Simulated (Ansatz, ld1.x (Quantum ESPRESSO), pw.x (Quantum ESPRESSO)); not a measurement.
calcium (Ca): does the TM potential hold in the solid?

Ca (Z = 20), norm-conserving Troullier–Martins (Kleinman–Bylander form), made with ld1.x (Quantum ESPRESSO) 7.5 (LDA (PW92), scalar-relativistic). Core [Ar], reference 3d0 4s1.5 4p0 (charge +0.5). Waves: 4p (bound, empty): rc 4.20 bohr; 3d (bound, empty): rc 3.05 bohr; 4s (bound): rc 3.40 bohr. Local part: the s channel. Core correction: none.

Crystal test: sc Ca in pw.x 7.5, no spin, 10³ k-points, Fermi–Dirac smearing 0.01 Ry, cutoffs 35/140 Ry. The reference is all-electron LAPW (Ansatz 0.2.0) with the same functional, mesh and smearing; V0 and B0 come from Birch–Murnaghan fits to the pressures at five volumes. Errors are pseudo minus all-electron; Δ is the rms difference of the E(V) curves that follow from these fits, minima aligned, over ±6 % about the mean V0. Mesh and smearing are coarse, so the numbers serve the comparison and aren't converged zero-temperature values; the lattice is a test structure that the element need not adopt.

```csv
V (Å³/atom),P all-electron (GPa),P pseudo (GPa)
36.722,0.60,-2.15
37.689,0.24,-2.31
38.655,-0.08,-2.44
39.621,-0.37,-2.57
40.588,-0.63,-2.68
```

All-electron: a0 = 3.374 Å (V0 = 38.40 Å³/atom), B0 = 12.5 GPa.

Pseudopotential: mean pressure error (GPa): -2.38. The pressure does not cross zero within the volumes sampled, so no fit is given. The largest radius (4.20 bohr) exceeds half the bond length (3.19 bohr), so the spheres overlap, which is one possible source of error among others. This is a poor potential for the solid. Atomic configuration tests: 1 of 9 tests not solved or not reliable.

Q: At the middle volume, how do free energy and pressure move when the wave cutoff is lowered (ecutrho kept at four times it)?

A:

```csv
cutoff (Ry),shift of F (meV/atom),shift of P (GPa)
16,+350.0,-2.76
21,+50.6,-1.11
28,+1.0,-0.05
```

The run at the middle volume (56 k-points, 7 iterations) took about 3.2 s on one core of a shared host (Neoverse-V1, 32 threads, 247 GiB, load 59).
